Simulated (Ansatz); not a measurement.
**AlHO (singlet): PBE, r2SCAN, PBE0, B3LYP, wB97M-V, B2PLYP, RPA-PBE over vertical spin and charge gaps, cc-pVDZ**

Aim: run AlHO (singlet) with these functionals over vertical spin and charge gaps, and hold them against the top wave-function level at the same points.

Method: cc-pVDZ, all electrons in the functionals, frozen cores in the correlation of double hybrids and RPA; program: Ansatz 0.2.0, Gaussian basis.

To be run: PBE, r2SCAN, PBE0, B3LYP, wB97M-V, B2PLYP, RPA-PBE, at charge 0, singlet; charge 0, triplet; charge 1, doublet.

10 further runs of the same task are left out: 7 for a known fault of the program, 3 set aside as unsound or not needed.

### Step 1. The system

The geometry is a PBE0/def2-TZVP stationary point (not a proven minimum).

3 atoms, charge 0, spin multiplicity 1.

Atoms are counted from 1 here; the program's logs count them from 0.

Bond lengths: Al1–O2 1.674 Å, O2–H3 0.950 Å. Angles: Al1–O2–H3 180.0°.

As a file:

```mol
AlHO
  3D, bonds by distance, orders not assigned

  3  2  0  0  0  0  0  0  0  0999 V2000
    0.0000    0.0000    1.4330 Al  0  0
    0.0000    0.0000   -0.2415 O   0  0
    0.0000    0.0000   -1.1915 H   0  0
  1  2  8  0
  2  3  8  0
M  END
```

No dispersion term is added; wB97M-V holds VV10 nonlocal correlation. B3LYP takes the VWN-RPA correlation.

The geometry shown and the zero of energy belong to the point charge 0, singlet. The yardstick, UCCSDTQ, and other wave-function levels (R restricted, U unrestricted, valence and pair active spaces) come from earlier runs.

### Step 2. PBE, charge 0, singlet

in.yaml

```yaml
crystal:
  periodic: [false, false, false]
  atoms:
    - {symbol: Al, position_ang: [0.000000, 0.000000, 1.432992]}
    - {symbol: O, position_ang: [0.000000, 0.000000, -0.241478]}
    - {symbol: H, position_ang: [0.000000, 0.000000, -1.191514]}
basis:
  gaussian: {orbitals: cc-pVDZ}
hamiltonian: {xc: {name: PBE}}
output: {orbitals: {seedname: orbitals}}
```

Launch:

```console
$ ansatz run in.yaml --threads 1 --pin off --events-out ev --progress --plain --max-ram 2560MiB --backend cpu
```

After this run come: PBE, charge 0, triplet; PBE, charge 1, doublet; r2SCAN, charge 0, singlet; r2SCAN, charge 0, triplet; r2SCAN, charge 1, doublet; PBE0, charge 0, singlet; PBE0, charge 0, triplet; PBE0, charge 1, doublet; B3LYP, charge 0, singlet; B3LYP, charge 0, triplet; B3LYP, charge 1, doublet; wB97M-V, charge 0, singlet; wB97M-V, charge 0, triplet; wB97M-V, charge 1, doublet; B2PLYP, charge 0, singlet; B2PLYP, charge 0, triplet; B2PLYP, charge 1, doublet; RPA-PBE, charge 0, singlet; RPA-PBE, charge 0, triplet; RPA-PBE, charge 1, doublet.

Before running them: what should the planned runs give, taken together? Wanted: singlet to triplet, UCCSDTQ; ionisation to the doublet cation, UCCSDTQ; largest miss, PBE; largest miss, r2SCAN; largest miss, PBE0; largest miss, B3LYP; largest miss, wB97M-V; largest miss, B2PLYP; largest miss, RPA-PBE.

As calculated:

```
                                 quantity                                             value
              singlet to triplet, UCCSDTQ                                     79.1 kcal/mol
ionisation to the doublet cation, UCCSDTQ                                    203.7 kcal/mol
                        largest miss, PBE  +2.9 kcal/mol (ionisation to the doublet cation)
                     largest miss, r2SCAN                -7.1 kcal/mol (singlet to triplet)
                       largest miss, PBE0                -3.3 kcal/mol (singlet to triplet)
                      largest miss, B3LYP  +5.6 kcal/mol (ionisation to the doublet cation)
                    largest miss, wB97M-V                +9.8 kcal/mol (singlet to triplet)
                     largest miss, B2PLYP                +0.9 kcal/mol (singlet to triplet)
                    largest miss, RPA-PBE  +4.4 kcal/mol (ionisation to the doublet cation)
                   largest miss, RCCSD(T)                -0.1 kcal/mol (singlet to triplet)
                   largest miss, UCCSD(T)                -0.1 kcal/mol (singlet to triplet)
```

Of the functionals, B2PLYP keep the smallest largest miss at the points compared (at most 0.9 kcal/mol) and wB97M-V strays most (9.8 kcal/mol, at singlet to triplet). Functionals and the yardstick converge differently with the basis, so part of each miss in cc-pVDZ is the basis.
